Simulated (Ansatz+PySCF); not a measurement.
# singlet CH₃F: levels of theory in one basis

```yaml
atoms:
  - { symbol: C, position_ang: [-0.0144, -0.0466, -0.6295] }
  - { symbol: F, position_ang: [-0.0296, -0.0257, 0.7758] }
  - { symbol: H, position_ang: [0.0243, -1.0750, -0.9768] }
  - { symbol: H, position_ang: [-0.9243, 0.5199, -1.0386] }
  - { symbol: H, position_ang: [0.9044, 0.4687, -1.0010] }
```

Basis set: def2-SVP (spherical functions). Left uncorrelated: 2 orbitals. Charge 0, multiplicity 1.

Computed with Ansatz (development build ahead of 0.2.0); each method stands on the lowest determinant of its kind that the runs found. NEVPT2 correlates all electrons. Active spaces start from the frontier orbitals, and the lowest solution found is given.

```json
{"method": "RHF", "E − E(RHF) (eV)": "0.00", "<S²> of the determinant": "0.00"}
{"method": "RHF-MP2", "E − E(RHF) (eV)": "-9.09", "<S²> of the determinant": "–"}
{"method": "RHF-CCSD", "E − E(RHF) (eV)": "-9.68", "<S²> of the determinant": "–"}
{"method": "CASSCF(2,2)", "E − E(RHF) (eV)": "-0.69", "<S²> of the determinant": "–"}
{"method": "SC-NEVPT2(2,2)", "E − E(RHF) (eV)": "-9.20", "<S²> of the determinant": "–"}
```

**Question.** What does RHF-CCSD(T) give on the same scale?

**Answer.** -9.86 eV.

**Question.** Is a single determinant a sound starting point here?

**Answer.** By this sign, yes. Unrestricted orbitals gain 0.00 eV and <S²> is 0.00 against 0.00 for a pure state. The CASSCF(2,2) natural occupations are 1.97, 0.03.

Caution for CASSCF(2,2): other starts end on other solutions of this active space.
